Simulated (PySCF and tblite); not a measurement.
The numbers below are computed, except where a source is named.
C4H7N, numbered as in [CH3:1][CH2:2][CH2:3][C:4]#[N:5].

Conformers came from 60 starts (ETKDG and KDG, MMFF94s, GFN2-xTB); geometries are GFN2-xTB. Energies: PBE0-D3(BJ)/pcSseg-1 (IEF-PCM, chloroform), with GFN2-xTB thermal terms (modes under about 100 cm⁻¹ blended into free rotors). Symmetry numbers and mirror images are counted. Conformers within 2.5 kcal/mol (GFN2-xTB free energy) were kept, 6 at most. Codes: tblite and PySCF.

Rotational constants are equilibrium values for the commonest isotopes; dipoles come from the energy level named and are polarised by its solvent model.

Torsions listed: C1–C2–C3–C4. Of a mirror pair one member is shown.

| conformer | shape | symmetry |
| --- | --- | --- |
| 1 | -65° | C1 (pair) |
| 2 | 180° | Cs |

Q: Give the rotational constants and dipole components.

A: 
| conformer | A (MHz) | B (MHz) | C (MHz) | abs μa (D) | abs μb (D) | abs μc (D) | κ | Ic−Ia−Ib (u Å²) |
| --- | --- | --- | --- | --- | --- | --- | --- | --- |
| 1 | 10290 | 3314 | 2769 | 3.96 | 2.68 | 0.61 | -0.85 | -19.1 |
| 2 | 23721 | 2322 | 2202 | 4.72 | 1.42 | 0.00 | -0.99 | -9.5 |

Q: Which type of transition is strongest for conformer 1?

A: a-type, since that component is clearly the largest; the top is near-prolate.
